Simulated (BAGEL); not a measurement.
**[AlH4]− (SMILES [AlH4-]): HF/def2-TZVPPD (density fitting with qzvpp-jkfit)**

What is the energy change on altering one bond length of [AlH4]− at HF/def2-TZVPPD (density fitting with qzvpp-jkfit)? 

The results are computed with BAGEL 1.2.2.

## (1) The molecule

The species is [AlH4]− (5 atoms), meant as a singlet with charge -1. As SMILES, `[AlH4-]`. The shape comes from GFN2-xTB, which is rough for such elements, and wasn't checked as a minimum.

Bond lengths: Al1–H2 1.628 Å, Al1–H3 1.628 Å, Al1–H4 1.628 Å, Al1–H5 1.627 Å. Angles: H2–Al1–H3 109.4°, H2–Al1–H4 109.5°, H2–Al1–H5 109.4°, H3–Al1–H4 109.5°, H3–Al1–H5 109.4°, H4–Al1–H5 109.6°.

## (2) A single-point energy at HF/def2-TZVPPD (density fitting with qzvpp-jkfit)

File input.json:

```json
{ "bagel": [

{
  "title": "molecule",
  "basis": "def2-tzvppd.json",
  "df_basis": "qzvpp-jkfit",
  "angstrom": true,
  "geometry": [
    { "atom": "Al", "xyz": [   -0.000020,    0.000060,   -0.001080 ] },
    { "atom": "H", "xyz": [    1.443510,   -0.504270,    0.556410 ] },
    { "atom": "H", "xyz": [   -1.182970,   -0.604500,    0.939130 ] },
    { "atom": "H", "xyz": [   -0.203840,   -0.517130,   -1.530710 ] },
    { "atom": "H", "xyz": [   -0.056670,    1.625850,    0.036250 ] }
  ]
},
{ "title": "hf", "charge": -1 },
{ "title": "print", "file": "orbitals.molden", "orbitals": true }

]}
```

The basis set def2-TZVPPD is read from a file made from the Basis Set Exchange's data (not shown).

Command:

```bash
$ BAGEL_NUM_THREADS=1 BAGEL input.json > input.out
```

Standard output:

```text
* using 1 threads per process

  ===============================================================
  ===============================================================

  *** Geometry ***

  { "atom" : "Al", "xyz" : [     -0.000038,      0.000113,     -0.002041 ] },
  { "atom" : "H", "xyz" : [      2.727839,     -0.952932,      1.051463 ] },
  { "atom" : "H", "xyz" : [     -2.235489,     -1.142339,      1.774698 ] },
  { "atom" : "H", "xyz" : [     -0.385202,     -0.977234,     -2.892623 ] },
  { "atom" : "H", "xyz" : [     -0.107091,      3.072411,      0.068503 ] },

  Number of auxiliary basis functions:      200

  Since a DF basis is specified, we compute 2- and 3-index integrals:
    o Being stored without compression. Storage requirement is 0.022 GB

  Number of basis functions:      116
  Number of electrons      :       17

    * METHOD: MOLECULE                             0.05

  *** RHF ***

  === Nuclear Repulsion ===
    18.1028843584

      * DIIS with orbital gradients will be used.

  === RHF iteration (def2-tzvppd.json) ===
      0       -244.21216082          0.00869262           0.01
      1       -244.24339234          0.00215543           0.01
      2       -244.24564814          0.00039376           0.01
      3       -244.24573692          0.00007367           0.01
      4       -244.24573990          0.00001893           0.01
      5       -244.24574012          0.00000168           0.01
      6       -244.24574012          0.00000030           0.01
      7       -244.24574012          0.00000002           0.01
      8       -244.24574012          0.00000000           0.01
    * SCF iteration converged.

    * Permanent dipole moment:
           (    0.000098,    -0.000406,     0.003857) a.u.

    * METHOD: HF                                   0.18

    * METHOD: PRINT                                0.02

  ===============================================================
```

Run time: 0.42 s. Hardware: 1 thread of Arm Neoverse V2, shared host.

## (3) The distorted shape, same level

File input.json:

```json
{ "bagel" : [

{
  "title" : "molecule",
  "basis" : "def2-tzvppd.json",
  "df_basis" : "qzvpp-jkfit",
  "angstrom" : true,
  "geometry" : [
    { "atom" : "Al", "xyz" : [       0.028305,      -0.812828,      -0.019745 ] },
    { "atom" : "H", "xyz" : [       1.471835,      -1.317158,       0.537745 ] },
    { "atom" : "H", "xyz" : [      -1.154645,      -1.417388,       0.920465 ] },
    { "atom" : "H", "xyz" : [      -0.175515,      -1.330018,      -1.549375 ] },
    { "atom" : "H", "xyz" : [      -0.056670,       1.625850,       0.036250 ] }
  ]
},

{
  "title" : "hf",
  "charge" : -1
},

{
  "title" : "print",
  "file" : "orbitals.molden",
  "orbitals" : true
}

]}
```

The basis set def2-TZVPPD is read from a file made from the Basis Set Exchange's data (not shown).

Command:

```bash
$ BAGEL_NUM_THREADS=1 BAGEL input.json > input.out
```

Standard output:

```text
* using 1 threads per process

  ===============================================================
  ===============================================================

  *** Geometry ***

  { "atom" : "Al", "xyz" : [      0.053489,     -1.536022,     -0.037313 ] },
  { "atom" : "H", "xyz" : [      2.781365,     -2.489068,      1.016191 ] },
  { "atom" : "H", "xyz" : [     -2.181963,     -2.678475,      1.739427 ] },
  { "atom" : "H", "xyz" : [     -0.331675,     -2.513370,     -2.927894 ] },
  { "atom" : "H", "xyz" : [     -0.107091,      3.072411,      0.068503 ] },

  Number of auxiliary basis functions:      200

  Since a DF basis is specified, we compute 2- and 3-index integrals:
    o Being stored without compression. Storage requirement is 0.022 GB

  Number of basis functions:      116
  Number of electrons      :       17

    * METHOD: MOLECULE                             0.05

  *** RHF ***

  === Nuclear Repulsion ===
    16.5694933752

      * DIIS with orbital gradients will be used.

  === RHF iteration (def2-tzvppd.json) ===
      0       -244.17157826          0.00717969           0.01
      1       -244.19733883          0.00191044           0.01
      2       -244.19957407          0.00023974           0.01
      3       -244.19962230          0.00003945           0.01
      4       -244.19962417          0.00001002           0.01
      5       -244.19962430          0.00000251           0.01
      6       -244.19962432          0.00000064           0.01
      7       -244.19962432          0.00000010           0.01
      8       -244.19962432          0.00000001           0.01
      9       -244.19962432          0.00000000           0.01
    * SCF iteration converged.

    * Permanent dipole moment:
           (   -0.047753,     1.371212,     0.034640) a.u.

    * METHOD: HF                                   0.19

    * METHOD: PRINT                                0.02

  ===============================================================
```

It took 0.42 s on 1 thread of Arm Neoverse V2, shared host.

## (4) Outcome

Level: HF/def2-TZVPPD (density fitting with qzvpp-jkfit).

| quantity | value |
| --- | --- |
| first shape: total energy | -244.24574 Eh |
| first shape: HOMO energy | -5.38 eV |
| first shape: LUMO energy | 4.96 eV |
| first shape: HOMO–LUMO gap (to an unbound level, set by the basis) | 10.34 eV |
| distorted shape: total energy | -244.19962 Eh |
| distorted shape: HOMO energy | -3.86 eV |
| distorted shape: LUMO energy | 5.15 eV |
| distorted shape: HOMO–LUMO gap (to an unbound level, set by the basis) | 9.00 eV |
| energy change with the Al1–H5 bond stretched from 1.627 to 2.441 Å | 1.255 eV |

**Reading.** With the Al1–H5 bond stretched from 1.627 to 2.441 Å the energy rises by 1.25 eV (121 kJ/mol). The first shape isn't relaxed at this level, so the change isn't measured from a minimum.
